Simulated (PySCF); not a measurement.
Molecule: 1-Butyne (SMILES C(C#C)C).

Molfile (atoms numbered from 1):
```
C4H6
     RDKit          3D

 10  9  0  0  0  0  0  0  0  0999 V2000
    2.2980    0.0452    0.1848 C   0  0  0  0  0  0  0  0  0  0  0  0
    1.1283   -0.2692    0.1828 C   0  0  0  0  0  0  0  0  0  0  0  0
   -0.2867   -0.6214    0.1715 C   0  0  0  0  0  0  0  0  0  0  0  0
   -1.1940    0.5256   -0.2695 C   0  0  0  0  0  0  0  0  0  0  0  0
    3.3368    0.3178    0.1886 H   0  0  0  0  0  0  0  0  0  0  0  0
   -0.5742   -0.9634    1.1806 H   0  0  0  0  0  0  0  0  0  0  0  0
   -0.4292   -1.4918   -0.4918 H   0  0  0  0  0  0  0  0  0  0  0  0
   -2.2476    0.2096   -0.2607 H   0  0  0  0  0  0  0  0  0  0  0  0
   -0.9426    0.8573   -1.2875 H   0  0  0  0  0  0  0  0  0  0  0  0
   -1.0887    1.3909    0.4012 H   0  0  0  0  0  0  0  0  0  0  0  0
  1  2  3  0
  2  3  1  0
  3  4  1  0
  1  5  1  0
  3  6  1  0
  3  7  1  0
  4  8  1  0
  4  9  1  0
  4 10  1  0
M  END
```

Geometry PBE0-D3(BJ)/def2-SVP throughout; GIAO in PySCF 2.14, gas phase, one conformer, non-relativistic; equivalent atoms averaged; functional PBE0.

Problem. How do the shifts δ (against TMS at the same level) depend on the basis set? (ppm; last column core-seconds on shared hosts with different chips, so compare them loosely)

Solution. 
```
    basis set  functions    C1    C2    C3    C4    H5  H6/H7  H8/H9/H10  core-s
       STO-3G         26  65.2  63.3  21.2  19.2  2.28   1.36       0.93     1.5
        6-31G         48  67.5  80.4  14.3  15.5  1.89   2.20       1.25     2.7
     pcSseg-0         48  80.3  90.8  13.0  16.5  1.99   2.00       1.23     2.2
       6-31G*         68  64.8  75.9  13.8  15.0  1.58   2.10       1.11     3.5
     def2-SVP         86  67.9  81.2  12.4  14.3  1.47   1.96       0.95     4.1
      cc-pVDZ         86  68.3  81.9  15.6  15.9  1.56   2.10       1.04     4.5
     pcSseg-1         98  73.8  88.4  14.6  15.7  1.79   2.14       1.12      12
6-311+G(2d,p)        144  71.1  88.6  14.4  14.9  1.65   2.22       1.09     8.8
  aug-cc-pVDZ        146  64.9  81.7  15.6  15.4  1.69   2.30       1.17      10
    def2-TZVP        160  70.8  88.7  15.2  15.6  1.65   2.22       1.09      10
     IGLO-III        200  72.9  90.6  15.2  15.6  1.67   2.26       1.10      15
      cc-pVTZ        204  71.2  87.7  14.8  15.3  1.58   2.22       1.10      16
     pcSseg-2        228  74.0  91.7  15.6  16.1  1.63   2.24       1.11      10
```

Problem. Which nucleus moves most, in ppm?

Solution. C2 (alkyne carbon): from 63.3 ppm with STO-3G to 91.7 ppm with pcSseg-2. The smallest spread is 0.33 ppm, at H8/H9/H10. Proton shifts span only some 12 ppm, so a few tenths of a ppm matter as much there as several ppm in carbon.

Problem. Taking the largest basis, pcSseg-2 (228 functions), as the yardstick, rank the others by their worst heavy-atom deviation.

Solution. IGLO-III 1.1 ppm (200 functions), 6-311+G(2d,p) 3.1 ppm (144 functions), def2-TZVP 3.2 ppm (160 functions), pcSseg-1 3.3 ppm (98 functions), cc-pVTZ 4.0 ppm (204 functions), pcSseg-0 6.3 ppm (48 functions), cc-pVDZ 9.8 ppm (86 functions), aug-cc-pVDZ 10.0 ppm (146 functions), def2-SVP 10.5 ppm (86 functions), 6-31G 11.3 ppm (48 functions), 6-31G* 15.8 ppm (68 functions), STO-3G 28.4 ppm (26 functions).

A small basis that lands close on one nucleus may do so by chance; judge by the trend and by all nuclei.
